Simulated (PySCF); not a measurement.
Geometries of 2 isomers of C2H7N, from PBE0-D3(BJ)/def2-SVP geometry optimisation, gas phase (PySCF). One conformer each, no zero-point energy, no frequencies.

Task: Which isomer lies lower at this level?
A.
```xyz
10
angstrom
C      1.071    0.411   -0.049
C     -0.122   -0.522   -0.126
N     -1.365    0.223   -0.050
H      2.019   -0.138   -0.155
H      1.014    1.173   -0.841
H      1.101    0.938    0.920
H     -0.014   -1.309    0.653
H     -0.101   -1.053   -1.093
H     -2.163   -0.405   -0.112
H     -1.439    0.683    0.856
```
B.
```xyz
10
angstrom
C      0.627   -0.357   -0.974
N     -0.474    0.348   -0.372
C     -0.423    0.394    1.065
H      0.761   -1.404   -0.616
H      1.571    0.174   -0.766
H      0.507   -0.388   -2.068
H     -1.357   -0.047   -0.682
H     -0.363   -0.601    1.561
H     -1.309    0.915    1.460
H      0.461    0.967    1.391
```

Result: A. That is ethylamine, `CCN`, 6.4 kcal/mol below the other.

```csv
SMILES,atoms numbered as above,E (Eh),relative (kcal/mol),relative (kJ/mol),dipole (D)
CCN,[CH3:1][CH2:2][NH2:3],-134.91187,0.0,0.0,1.30
CNC,[CH3:1][NH:2][CH3:3],-134.90171,6.4,26.7,0.90
```
